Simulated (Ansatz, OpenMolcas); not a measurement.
**Heat of formation of C2H2O (SMILES C1=CO1) from total energies**

The species is C2H2O (5 atoms), meant as a singlet with charge 0. As SMILES, `C1=CO1`. The coordinates come from a PBE0-D4/def2-TZVP relaxation.

Total energies at M06-L/aug-cc-pVDZ (OpenMolcas 26.06); the atoms run unrestricted:

```
species    state  energy (Eh)
  C2H2O  singlet  -152.475240
      C  triplet   -37.842899
      O  triplet   -75.068613
      H  doublet    -0.501696
```

Harmonic wavenumbers at BLYP/cc-pVTZ, in cm⁻¹: 372, 559, 726, 956, 1145, 1409, 1455, 3010, 3106.

Measured heats of formation of the gaseous atoms at 298.15 K, in kJ/mol: C 716.9, O 249.2, H 218.0. Spin-orbit lowering of the atoms at 298 K (mean of the ground term's levels less their thermal mean, from spectra), in kJ/mol: C 0.02, O 0.40. Take 1 Eh = 2625.50 kJ/mol, 1 cm⁻¹ = 0.0119627 kJ/mol, RT = 2.479 kJ/mol.

Problem. What heat of formation follows?

Solution. 
1. Electronic atomisation energy: 2 × (-37.842899) + (-75.068613) + 2 × (-0.501696) − (-152.475240) = 0.717437 Eh = 1883.6 kJ/mol.
2. Zero-point energy: half the sum of the wavenumbers, 6369 cm⁻¹ = 76.2 kJ/mol.
3. Thermal vibrational enthalpy, Σ hcν̃/(exp(hcν̃/kT) − 1): 1.8 kJ/mol. Translation, rotation and pV of a non-linear molecule: 4 RT = 9.9 kJ/mol.
4. The 5 free atoms carry 5/2 RT each: 31.0 kJ/mol.
5. Spin-orbit coupling lowers the free atoms by 2 × 0.02 + 0.40 = 0.4 kJ/mol.
6. Atomisation enthalpy at 298 K: 1883.6 − 0.4 − 76.2 − 1.8 − 9.9 + 31.0 = 1826.3 kJ/mol.
7. Sum of the atoms' heats of formation: 2119.0 kJ/mol. Heat of formation: 2119.0 − 1826.3 = +292.7 kJ/mol.

The tabulated value is +275.9 kJ/mol (Active Thermochemical Tables), so this level is off by +16.8 kJ/mol, or 0.9 % of the atomisation enthalpy that the table implies (1843.1 kJ/mol). Anharmonicity and any spin-orbit splitting of the molecule are left out.
